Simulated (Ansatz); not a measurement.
Which isomer of C3H3− gives these data?

These gas-phase data were calculated for one isomer of C3H3− at PBE-D3(BJ)/def2-SVPD (harmonic, unscaled wavenumbers; equilibrium rotational constants with average atomic masses):

- rotational constants: 158.3, 9.069, 9.069 GHz
- all wavenumbers above 1500 cm⁻¹: 2875, 2875, 2844, 2033

Candidates:

(1) `[C-]1=CC1`, a singlet
(2) `[C-]#CC`, a singlet

Task: Which structure fits? Where the bands don't settle it, estimate the moments of inertia from typical bond lengths.

Result: Candidate (2). The rotational constants decide: (1) would give 33.71, 21.92, 14.59 GHz.

The same quantities for all candidates:

```
     rotational constants (GHz)  wavenumbers above 1500 cm⁻¹  E above the lowest, PBE-D3(BJ)/def2-SVPD (kcal/mol)
(1)         33.71, 21.92, 14.59       3026, 2848, 2834, 1573                                                 20.8
(2)         158.3, 9.069, 9.069       2875, 2875, 2844, 2033                                                  0.0
```

Harmonic stretches to hydrogen usually lie a few per cent above observed fundamentals. Programs: Ansatz 0.2.0.
